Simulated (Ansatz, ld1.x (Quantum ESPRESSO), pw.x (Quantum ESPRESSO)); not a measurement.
# What a changed setting does to a pw.x run (bcc Sr)

Potential: ultrasoft, ld1.x (Quantum ESPRESSO) 7.5, PBEsol; core [Ar] 3d10, reference 4s2 4p6 4d0 5s2 5p0; waves: 4s (bound): rcut 2.15, rcutus 2.40 bohr; 5s (bound): rcut 2.15, rcutus 2.40 bohr; 4p (bound): rcut 2.45, rcutus 2.75 bohr; 5p (bound, empty): rcut 2.45, rcutus 2.75 bohr; 4d (bound, empty): rcut 2.60, rcutus 3.25 bohr; 4d channel at 0.6 Ry: rcut 2.60, rcutus 3.25 bohr; local part: all-electron potential smoothed inside 3.10 bohr (lloc = -2); core correction: a·sin(br)/r model core inside 1.45 bohr; augmentation: PSQ, inside the norm-conserving radii.

The reference run (k-mesh 10³, cutoffs 40/320 Ry, Fermi–Dirac 0.01 Ry, mixing_beta 0.4, conv_thr 1e-9, no spin) gives 0.09 GPa at 51.648 Å³/atom, where all-electron LAPW gives -0.00 GPa. This run, with its own iteration cap, changes degauss to 0.002.

```
&control
  calculation='scf', prefix='x', pseudo_dir='./', outdir='./tmp', tstress=.true., disk_io='none'
/
&system
  ibrav=0, nat=1, ntyp=1, ecutwfc=40, ecutrho=320, nbnd=12,
  occupations='smearing', smearing='fd', degauss=0.002
/
&electrons
  conv_thr=1e-09, mixing_beta=0.4, electron_maxstep=70
/
ATOMIC_SPECIES
Sr 1.0 Sr.UPF
CELL_PARAMETERS angstrom
  -2.34601710 2.34601710 2.34601710
  2.34601710 -2.34601710 2.34601710
  2.34601710 2.34601710 -2.34601710
ATOMIC_POSITIONS crystal
Sr 0.0000 0.0000 0.0000
K_POINTS automatic
10 10 10 0 0 0
```

```bash
pw.x < Sr.scf.in > Sr.scf.out
```

Problem. How does the run end?

Solution. It converges in 11 iterations; the free energy moves by +32.4 meV/atom and the pressure by -0.14 GPa. In a metal, with Fermi–Dirac smearing, F lies below its zero-width value by a term in the square of the width.

```
Message from routine setup:
     using ibrav=0 with symmetry is DISCOURAGED, use correct ibrav instead
     lattice parameter (alat)  =       7.6788  a.u.
     unit-cell volume          =     348.5380 (a.u.)^3
     number of electrons       =        10.00
     number of Kohn-Sham states=           12
     kinetic-energy cutoff     =      40.0000  Ry
     charge density cutoff     =     320.0000  Ry
     scf convergence threshold =      1.0E-09
     Exchange-correlation= PBESOL
     number of k points=    47  Fermi-Dirac smearing, width (Ry)=  0.0020
     iteration #  1     ecut=    40.00 Ry     beta= 0.40
     total energy              =     -62.81415781 Ry
     estimated scf accuracy    <       0.00588793 Ry
     iteration #  2     ecut=    40.00 Ry     beta= 0.40
     total energy              =     -62.81383078 Ry
     estimated scf accuracy    <       0.00146333 Ry
     iteration #  3     ecut=    40.00 Ry     beta= 0.40
     total energy              =     -62.81409267 Ry
     estimated scf accuracy    <       0.00006251 Ry
     [... 5 iterations left out ...]
     iteration #  9     ecut=    40.00 Ry     beta= 0.40
     total energy              =     -62.81412822 Ry
     estimated scf accuracy    <       0.00000002 Ry
     iteration # 10     ecut=    40.00 Ry     beta= 0.40
     total energy              =     -62.81412822 Ry
     estimated scf accuracy    <       0.00000003 Ry
     iteration # 11     ecut=    40.00 Ry     beta= 0.40
     the Fermi energy is     5.4041 ev
!    total energy              =     -62.81412822 Ry
     estimated scf accuracy    <          1.2E-10 Ry
     smearing contrib. (-TS)   =      -0.00013157 Ry
     The total energy is F=E-TS. E is the sum of the following terms:
     one-electron contribution =     -26.88841421 Ry
     hartree contribution      =      14.17264813 Ry
     xc contribution           =      -9.05421160 Ry
     ewald contribution        =     -41.04401896 Ry
     convergence has been achieved in  11 iterations
          total   stress  (Ry/bohr**3)                   (kbar)     P=       -0.49
     Message from routine punch:
     Nothing written, as per user request (disk_io='none')
```

The run took about 14 s on one core of a shared host (Neoverse-V2, 96 threads, 742 GiB, load 56).
